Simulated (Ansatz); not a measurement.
A cut through the energy surface

BSiH3F (SMILES B[SiH-]F) (charge -1), singlet, at its PBE0-D4/def2-TZVPD minimum:

| atom | x (Å) | y (Å) | z (Å) |
| --- | --- | --- | --- |
| B1 | 0.3447 | -0.4857 | -0.8595 |
| Si2 | -0.3328 | 0.3744 | 0.6228 |
| F3 | -0.0912 | 1.9525 | 1.0555 |
| H4 | 0.0590 | -1.6612 | -0.9101 |
| H5 | 0.8739 | 0.0504 | -1.8009 |
| H6 | -0.8536 | -0.2304 | 1.8922 |

The bond length B1–H4 (1.211 Å at the minimum) is set to the values below, the two halves moving rigidly along the bond. Each method's energies count from its own value at the PBE0-D4 minimum structure. Ansatz 0.2.0; basis: def2-TZVPPD; cores frozen in the correlated methods. B3LYP uses VWN-RPA correlation.

| bond length (Å) | CCSD(T) (kcal/mol) | r2SCAN-D4 (kcal/mol) | wB97M-V (kcal/mol) | B3LYP-D4 (kcal/mol) |
| --- | --- | --- | --- | --- |
| 0.993 | 17.22 | 16.93 | 16.46 | 16.27 |
| 1.044 | 9.14 | 8.95 | 8.60 | 8.49 |
| 1.119 | 2.40 | 2.32 | 2.13 | 2.09 |
| 1.206 | 0.00 | 0.00 | -0.01 | -0.01 |
| 1.303 | 1.80 | 1.84 | 2.01 | 2.00 |
| 1.407 | 6.84 | 6.91 | 7.28 | 7.07 |
| 1.518 | 14.13 | 14.15 | 14.81 | 13.76 |
| 1.634 | 22.64 | 22.74 | 23.61 | 22.23 |
| 1.756 | 31.75 | 31.99 | 33.09 | 31.43 |

Minimum and curvature along this coordinate at CCSD(T): A fifth-order fit through the nearest points gives 1.210 Å, with a curvature of about 21 eV/Å².

Question: Treat the two halves as rigid bodies and work out the harmonic wavenumber of this stretch from that curvature (ν̃ = 521.5 √(k/μ) cm⁻¹ with k in eV/Å² and μ in u).

Answer: The halves weigh 59.91 and 1.01 u, so μ = 59.91 × 1.01/60.92 = 0.993 u and ν̃ = 521.5 √(21/0.993) ≈ 2400 cm⁻¹. A true normal mode mixes in other motions, so this is a guide only.

Largest difference from the CCSD(T) curve over the scan: PBE-D4 1.92; PBE0-D4 0.46; HF 2.84; MP2 2.30 kcal/mol. Each curve counts from its own value at the minimum.

T1 diagnostic: at most 0.018. The restricted Hartree–Fock reference is unstable towards an unrestricted one here.

For scale, one of the runs: CCSD(T)/def2-TZVPPD, 176 basis functions (an equivalent command: `ansatz run in.yaml --threads 2`). Hardware: 2 CPU threads, shared host. Wall time 19 s; peak host memory 1.6 GiB.
